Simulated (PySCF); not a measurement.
Molecule: `ClC(C=C)=O`, C₃H₃ClO.

Numbering as in the mapped SMILES `[CH2:1]=[CH:2][C:3](=[O:4])[Cl:5]` (H(Xn): hydrogen on atom n). Ha(C1) is cis to C3; Hb(C1) is trans to C3.

Geometry PBE0-D3(BJ)/def2-SVP throughout; GIAO in PySCF 2.14.0 with density-fitted response routines, gas phase, one conformer, non-relativistic; equivalent atoms averaged; functional PBE0.

For orientation, aug-cc-pVDZ gives these absolute shieldings σ: C3 24.9, C1 59.6, C2 60.4, O4 -166.2, Cl5 511.1, Ha(C1) 24.37, Hb(C1) 25.23, H(C2) 24.65 ppm.

A run gave: C3 5.9, C1 38.4, C2 38.7, O4 -214.7, Cl5 449.9, Ha(C1) 24.49, Hb(C1) 25.35, H(C2) 24.73 ppm (absolute shieldings σ).

Problem. Which basis set was used in that run?
A. pcSseg-0
B. cc-pVDZ
C. cc-pVTZ
D. IGLO-III

Solution. D. C2 tells them apart best: IGLO-III gives 38.7, cc-pVTZ gives 47.1, cc-pVDZ gives 61.5, pcSseg-0 gives 46.3 ppm.
